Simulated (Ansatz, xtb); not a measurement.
## Two isomers of CH4N

Structure a: `C[NH]`, a doublet. Structure b: `[CH2]N`, a doublet. Both are isolated molecules in the gas phase, relaxed with PBE-D3(BJ)/def2-SVP; the shapes shown needn't be the lowest conformers.

a (Å):

| atom | x (Å) | y (Å) | z (Å) |
| --- | --- | --- | --- |
| C | -0.3376 | -0.8360 | -2.0780 |
| N | 0.1908 | -0.5437 | -3.3769 |
| H | 0.4664 | -1.0175 | -1.3177 |
| H | -0.9793 | -0.0106 | -1.7038 |
| H | -0.9460 | -1.7778 | -2.0631 |
| H | 0.7715 | -1.3694 | -3.6372 |

b (Å):

```xyz
6

C    -0.8099   -0.9874   -2.3288
N     0.5842   -0.8953   -2.3027
H    -1.2349   -1.9928   -2.1845
H    -1.3631   -0.1332   -1.9085
H     0.9637    0.0206   -2.5608
H     1.0779   -1.6378   -2.8069
```

Quicker runs give these differences E(b) − E(a): GFN2-xTB −6.4 kcal/mol; HF/STO-3G +12.1 kcal/mol (at GFN2-xTB geometries); r2SCAN-D4/def2-SVP −8.1 kcal/mol (at GFN2-xTB geometries).

Question: Estimate E(b) − E(a) at the level CCSD(T)/def2-TZVPP.

Answer: Calculated at CCSD(T)/def2-TZVPP: E(b) − E(a) = −6.7 kcal/mol, so structure b lies lower.

How the difference moves with the method:

| level | geometry | E(b) − E(a) (kcal/mol) | departure from the last row (kcal/mol) | job, with rough time for the two |
| --- | --- | --- | --- | --- |
| GFN2-xTB | GFN2-xTB | −6.4 | +0.3 | optimisation, 0.53 s |
| HF/STO-3G | GFN2-xTB | +12.1 | +18.8 | single point, 0.57 s |
| r2SCAN-D4/def2-SVP | GFN2-xTB | −8.1 | −1.4 | single point, 7.5 s |
| PBE-D3(BJ)/def2-SVP | PBE-D3(BJ)/def2-SVP | −8.7 | −2.0 | optimisation, 66 s |
| HF/def2-TZVPP | PBE-D3(BJ)/def2-SVP | −0.6 | +6.1 | part of the CCSD(T) run |
| MP2/def2-TZVPP | PBE-D3(BJ)/def2-SVP | −9.8 | −3.1 | part of the CCSD(T) run |
| CCSD(T)/def2-TZVPP | PBE-D3(BJ)/def2-SVP | −6.7 |  | single point, 2.1 min |

As drawn, b has 1 N–H in place of 1 C–H.

HF/STO-3G puts the two in the other order. The largest departure from CCSD(T)/def2-TZVPP is that of HF/STO-3G, 18.8 kcal/mol.

With harmonic frequencies from PBE-D3(BJ)/def2-SVP (ideal gas, rigid rotor, one conformer each, 298.15 K, 1 atm): on the last row, ΔE + ΔZPE = −5.7, ΔH = −5.7, ΔG = −5.5 kcal/mol.

Open shells are spin-unrestricted. The correlated steps freeze 2 core orbitals. Run with Ansatz 0.2.0, xtb 6.7.1; the last row on 1 thread of AMD EPYC (Zen 3) on a shared host.
